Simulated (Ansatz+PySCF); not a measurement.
Two shapes of singlet HF₂(-).

Shape 1:

```xyz
3

F     0.0000    0.0000   -1.1439
H     0.0000    0.0000    0.0000
F     0.0000    0.0000    1.1439
```

Shape 2:

```xyz
3

F     0.0000    0.0000   -1.0523
H     0.0000    0.0000    0.0000
F     0.0000    0.0000    1.0523
```

Basis set: def2-SVP (spherical functions). Frozen core: 2 orbitals. Charge -1, multiplicity 1.

Computed with Ansatz (development build ahead of 0.2.0); each method stands on the lowest determinant of its kind that the runs found.

Q: Which shape is lower in energy, and by how much in each method?

A:

| method | E(2) − E(1) (eV) |
| --- | --- |
| RHF | 0.188 |
| UHF | 0.188 |
| RHF-MP2 | 0.274 |
| UHF-MP2 | 0.274 |
| UHF-CCSD(T) | 0.264 |

Shape 1 is lower. Caution: no diffuse functions for an anion.
